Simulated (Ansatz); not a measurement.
Z-matrix (Å, degrees):
```
P
O 1 1.584
O 1 1.584 2 102.2
O 1 1.461 2 116.0 3 -127.2
O 1 1.584 2 102.2 3 105.6
H 2 0.963 1 111.5 3 93.5
H 3 0.963 1 111.5 2 -160.8
H 5 0.963 1 111.5 2 93.8
```

Total charge 0; spin multiplicity 1.

(1) List the PBE/def2-TZVPP orbital energies in eV (Ansatz). (Estimate.)

## Answers

(1) The calculation gave: Occupied: -2079.40, -511.39, -511.39, -511.38, -509.18, -174.24, -125.72, -125.72, -125.67, -27.92, -26.22, -26.22, -24.03, -16.60, -13.96, -13.96, -11.60, -10.64, -10.64, -9.25, -9.25, -8.94, -8.23, -7.11, -7.11. Lowest empty: -0.63, 0.51, 0.51, 2.36, 2.93, 2.93, 3.78, 5.17.
